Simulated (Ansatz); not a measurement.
Input file:

```yaml
crystal:
  periodic: [false, false, false]
  atoms:
    - {symbol: H, position_ang: [-2.128599, 0.059434, 0.000000]}
    - {symbol: H, position_ang: [-0.857599, 0.059434, 0.000000]}
    - {symbol: N, position_ang: [0.182401, 0.059434, 0.000000]}
    - {symbol: H, position_ang: [0.451483, -0.944792, 0.000000]}
basis:
  gaussian: {orbitals: cc-pVDZ}
magnetization: {spin_polarized: false, initial_magnetization: 2}
correlation: {method: ccsdtq, electrons: outside_noble_gas}
```

```sh
$ ansatz run in.yaml --threads 2 --pin off --events-out ev --progress --plain --max-ram 34560MiB --backend cuda --devices 0, --max-vram 37GiB
```

The program prints:

```
495 factors; integrals over basis functions are off by at most 2.1e-7 eV
mean field evaluation 1: about -1524.0709 eV, gradient 1.3e1 eV
mean field evaluation 2: about -1524.0710 eV, gradient 1.3e1 eV
mean field evaluation 4: about -1524.9828 eV, gradient 2.8e0 eV
mean field evaluation 8: about -1525.0401 eV, gradient 2.8e-4 eV
mean field evaluation 16: about -1525.0401 eV, gradient 1.7e-1 eV
mean field evaluation 32: about -1522.7652 eV, gradient 9.5e-2 eV
mean field -1525.04012106 eV, -56.0441907398 hartree, gradient 6.2e-7 eV, S^2 2.000000; 1 other end points of the search recorded, 0 dependent functions left out
determinant -1525.04012106 eV, -56.0441907398 hartree, with singles and doubles -1529.83071348 eV, -56.2202417638 hartree
determinant -1522.76532371 eV, -55.9605934788 hartree, with singles and doubles -1527.46321284 eV, -56.1332377202 hartree
1 core orbitals not correlated: weight in the atoms' cores, before any rotation towards them, 1.000 or more for the frozen orbitals, at most 0.000 for the correlated occupied ones
reference -1525.04012106 eV, -56.0441907398 hartree; 5, 3 occupied and 23, 25 virtual orbitals, 495 factors
second order -4.10140294 eV of doubles, -0.10737091 eV of singles
cycle   1  -4.61342679 eV  change   -4.0e-1 eV  update   4.8e-2
cycle   2  -4.86409776 eV  change   -2.5e-1 eV  update   2.3e-2
cycle   3  -4.89843671 eV  change   -3.4e-2 eV  update   1.4e-2
cycle   4  -4.88739322 eV  change    1.1e-2 eV  update   7.8e-3
cycle   5  -4.89451962 eV  change   -7.1e-3 eV  update   4.2e-3
cycle   6  -4.89506060 eV  change   -5.4e-4 eV  update   1.7e-3
cycle   7  -4.89471787 eV  change    3.4e-4 eV  update   7.7e-4
cycle   8  -4.89519294 eV  change   -4.8e-4 eV  update   3.9e-4
cycle   9  -4.89522823 eV  change   -3.5e-5 eV  update   1.5e-4
cycle  10  -4.89512016 eV  change    1.1e-4 eV  update   8.1e-5
cycle  11  -4.89515576 eV  change   -3.6e-5 eV  update   3.9e-5
cycle  12  -4.89516416 eV  change   -8.4e-6 eV  update   1.8e-5
cycle  13  -4.89518127 eV  change   -1.7e-5 eV  update   1.1e-5
cycle  14  -4.89518432 eV  change   -3.0e-6 eV  update   4.5e-6
cycle  15  -4.89518239 eV  change    1.9e-6 eV  update   2.5e-6
cycle  16  -4.89518258 eV  change   -1.9e-7 eV  update   1.8e-6
cycle  17  -4.89518301 eV  change   -4.2e-7 eV  update   6.5e-7
Total energy: -1529.93530407 eV, -56.2240853972 hartree
```

For the same geometry and basis full CI lies 0.1 meV lower.

Ran on 2 threads of AMD EPYC 7R13 with a shared H100 80 GB, shared host: 11 s wall, 0.86 GiB peak host memory.
